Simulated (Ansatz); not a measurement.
We consider SnCl2 (Pnma, No. 62), described by PBEsol+SOC in Ansatz (plane waves, PAW).

Settings: plane-wave cutoff 520 eV, 6×8×4 k mesh (along the axes of the cell as run), Fermi–Dirac smearing 0.01 eV, PAW data made under PBE.

Cell (measured lattice):

```cif
data_Cl8Sn4
_chemical_formula_sum 'Cl8 Sn4'
_space_group_name_H-M_alt 'P 1'
_space_group_IT_number 1
_cell_length_a 7.79300
_cell_length_b 4.43000
_cell_length_c 9.20700
_cell_angle_alpha 90.000
_cell_angle_beta 90.000
_cell_angle_gamma 90.000
loop_
_space_group_symop_operation_xyz
  'x, y, z'
loop_
_atom_site_label
_atom_site_type_symbol
_atom_site_fract_x
_atom_site_fract_y
_atom_site_fract_z
_atom_site_occupancy
Cl1 Cl 0.02200 0.25000 0.15500 1
Cl2 Cl 0.97800 0.75000 0.84500 1
Cl3 Cl 0.47800 0.75000 0.65500 1
Cl4 Cl 0.52200 0.25000 0.34500 1
Cl5 Cl 0.64400 0.25000 0.92500 1
Cl6 Cl 0.35600 0.75000 0.07500 1
Cl7 Cl 0.85600 0.75000 0.42500 1
Cl8 Cl 0.14400 0.25000 0.57500 1
Sn1 Sn 0.23100 0.25000 0.92600 1
Sn2 Sn 0.76900 0.75000 0.07400 1
Sn3 Sn 0.26900 0.75000 0.42600 1
Sn4 Sn 0.73100 0.25000 0.57400 1
```

Estimate the band gap, smallest direct gap on the k points sampled and direct gap at Γ that the calculation returns.


- band gap: 2.87 eV (indirect)
- smallest direct gap on the k points sampled: 3.13 eV
- direct gap at Γ: 3.27 eV

Note: cell and atoms aren't relaxed at this level (largest force component 0.14 eV/Å, pressure -1.4 GPa).

Computed values are for the static lattice.

Ansatz is an electronic-structure program.
